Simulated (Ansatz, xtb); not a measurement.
# Relaxing a trial structure of H5Si3+

The starting geometry of this gas-phase singlet has its atoms placed at random.

```json
{"atom": "Si", "x (Å)": "1.1339", "y (Å)": "0.3614", "z (Å)": "-0.5365"}
{"atom": "Si", "x (Å)": "-0.3832", "y (Å)": "-0.5895", "z (Å)": "1.7608"}
{"atom": "Si", "x (Å)": "-1.6875", "y (Å)": "1.4096", "z (Å)": "-0.2341"}
{"atom": "H", "x (Å)": "-0.0636", "y (Å)": "-0.6332", "z (Å)": "-1.7287"}
{"atom": "H", "x (Å)": "-1.1882", "y (Å)": "-1.5387", "z (Å)": "1.0476"}
{"atom": "H", "x (Å)": "1.5482", "y (Å)": "1.5573", "z (Å)": "-0.9932"}
{"atom": "H", "x (Å)": "1.3508", "y (Å)": "1.4993", "z (Å)": "0.4924"}
{"atom": "H", "x (Å)": "-1.6455", "y (Å)": "0.2146", "z (Å)": "0.2721"}
```

Problem. Guess where an optimisation with r2SCAN-D4/def2-SVP ends from this start.

Solution. It ends as a structure with H4 bridging Si1 and Si3, H7 bridging Si1 and Si3, H8 bridging Si3 and Si2, given below by its coordinates. Distances that change by over a tenth: Si1–H6 (1.35 → 1.49 Å), Si3–H8 (1.30 → 1.69 Å). Contacts that close: Si1–Si2 (2.91 → 2.32 Å), Si1–Si3 (3.02 → 2.47 Å), Si1–H4 (1.96 → 1.74 Å), Si2–H8 (2.11 → 1.77 Å), Si3–H4 (3.01 → 1.64 Å), Si3–H7 (3.13 → 1.66 Å).

The energy falls by 6.86 eV over 16 steps:

| step | E − E(last) (eV) |
| --- | --- |
| 1 | 6.857 |
| 3 | 3.501 |
| 4 | 2.836 |
| 6 | 1.796 |
| 8 | 0.875 |
| 9 | 0.527 |
| 11 | 0.047 |
| 13 | 0.004 |
| 14 | 0.000 |
| 16 | 0.000 |

Final geometry (Å):

| atom | x (Å) | y (Å) | z (Å) |
| --- | --- | --- | --- |
| Si | 0.8314 | 0.2515 | -0.1835 |
| Si | -0.2208 | -0.7755 | 1.6098 |
| Si | -1.3352 | 1.4223 | -0.4151 |
| H | -0.4323 | 0.4315 | -1.3596 |
| H | -0.5925 | -1.8120 | 0.5457 |
| H | 1.9827 | 0.5731 | -1.0723 |
| H | 0.2123 | 1.8224 | 0.0474 |
| H | -1.3807 | 0.3676 | 0.9078 |

From the same start GFN2-xTB ends elsewhere, differing in Si1–Si2 (4.61 against 2.32 Å here), Si2–Si3 (2.31 against 3.19 Å here), Si2–H8 (2.88 against 1.77 Å here), Si3–H4 (3.13 against 1.64 Å here), Si3–H7 (3.11 against 1.66 Å here).

From so rough a start the end depends on the optimiser's path, so another program may land elsewhere. The end wasn't checked by frequencies. Run with Ansatz 0.2.0, 21 s on 1 thread of Intel(R) Xeon(R) 6975P-C (Granite Rapids), with other jobs on the host.
